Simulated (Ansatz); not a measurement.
# H2SO (triplet): wave-function methods side by side at distance O1–H3 along a hydrogen transfer = 1.400 Å, cc-pVDZ

Aim: climb from Hartree-Fock through coupled cluster and multireference methods for H2SO (triplet) at one geometry and basis, and see what each rung misses.

Method: cc-pVDZ, core rule «outside noble gas», up to 6 orbitals frozen; program: Ansatz 0.2.0, Gaussian basis.

To be run: UHF; CCSD(T) on ROHF; CCSD(T) on UHF; BCCD(T) on ROHF; CISD; CCSDT(Q) on ROHF; CCSDT(Q) on UHF; CASSCF and MRCISD+Q, 4 electrons in 4 orbitals; CASSCF and NEVPT2, 4 electrons in 4 orbitals; CASSCF and MRCISD+Q, 14 electrons in 10 orbitals; CASSCF and NEVPT2, 14 electrons in 10 orbitals.

5 further runs of the same task are left out: 5 that didn't finish.

## (1) What is computed

The geometry derives from fragments relaxed apart (PBE0/def2-TZVP) and kept rigid, so it is no stationary point. A hydrogen atom is moved between rigid fragments.

4 atoms, charge 0, spin multiplicity 3.

Atoms are counted from 1 here; the program's logs count them from 0.

Bond lengths: O1–H2 0.960 Å, H3–S4 1.556 Å.

Coordinates:

```xyz
4
H2OS
O    -1.02667   -0.23164    0.00000
H    -1.27598    0.69493    0.00000
H     0.37333   -0.23164    0.00000
S     1.92933   -0.23164    0.00000
```

## (2) UHF

Input file in.yaml:

```yaml
crystal:
  periodic: [false, false, false]
  atoms:
    - {symbol: O, position_ang: [-1.026673, -0.231644, 0.000000]}
    - {symbol: H, position_ang: [-1.275982, 0.694932, 0.000000]}
    - {symbol: H, position_ang: [0.373327, -0.231644, 0.000000]}
    - {symbol: S, position_ang: [1.929327, -0.231644, 0.000000]}
basis:
  gaussian: {orbitals: cc-pVDZ}
magnetization: {spin_polarized: true, initial_magnetization: 2}
hamiltonian: {xc: hf}
output: {orbitals: {seedname: orbitals}}
```

Launch:

```
> ansatz run in.yaml --threads 1 --pin off --events-out ev --progress --plain --max-ram 2393MiB
```

Further steps of the session: CCSD(T) on ROHF; CCSD(T) on UHF; BCCD(T) on ROHF; CISD; CCSDT(Q) on ROHF; CCSDT(Q) on UHF; CASSCF and MRCISD+Q, 4 electrons in 4 orbitals; CASSCF and NEVPT2, 4 electrons in 4 orbitals; CASSCF and MRCISD+Q, 14 electrons in 10 orbitals; CASSCF and NEVPT2, 14 electrons in 10 orbitals.

Before running them: what should the planned runs give, taken together? Wanted: UCCSDT(Q) below the RHF energy; RMP2 from UCCSDT(Q); UMP2 from UCCSDT(Q); RCCSD from UCCSDT(Q); RCCSD(T) from UCCSDT(Q); UCCSD(T) from UCCSDT(Q); RCCSDT(Q) from UCCSDT(Q); NEVPT2 pair from UCCSDT(Q); MRCISD+Q pair from UCCSDT(Q).

As calculated:

| quantity | value |
| --- | --- |
| UCCSDT(Q) below the RHF energy | -9.2628 eV |
| RMP2 from UCCSDT(Q) | +127.1 kJ/mol |
| UMP2 from UCCSDT(Q) | +122.1 kJ/mol |
| RCCSD from UCCSDT(Q) | +23.6 kJ/mol |
| RCCSD(T) from UCCSDT(Q) | +5.0 kJ/mol |
| UCCSD(T) from UCCSDT(Q) | +4.8 kJ/mol |
| RCCSDT(Q) from UCCSDT(Q) | 0.0 kJ/mol |
| NEVPT2 pair from UCCSDT(Q) | +97.0 kJ/mol |
| MRCISD+Q pair from UCCSDT(Q) | +12.4 kJ/mol |
| NEVPT2 valence from UCCSDT(Q) | +132.8 kJ/mol |
| levels within 1 kcal/mol (43 meV) | RCCSDT, UCCSDT, RCCSDT(Q) |
| T1 diagnostic | 0.048 |
| effectively unpaired electrons | 2.03 |

What this shows: RCCSD(T) misses by +5.0 kJ/mol, 0.6 % of the correlation energy. The occupations are near whole numbers, but T1 = 0.048 shows that the orbitals relax strongly. Of the multireference levels listed MRCISD+Q valence comes nearest in total energy (+5.5 kJ/mol), which doesn't show that its space is the better one. These misses are within one basis, not against nature; the frozen cores of restricted and unrestricted runs differ, which can shift their rows.
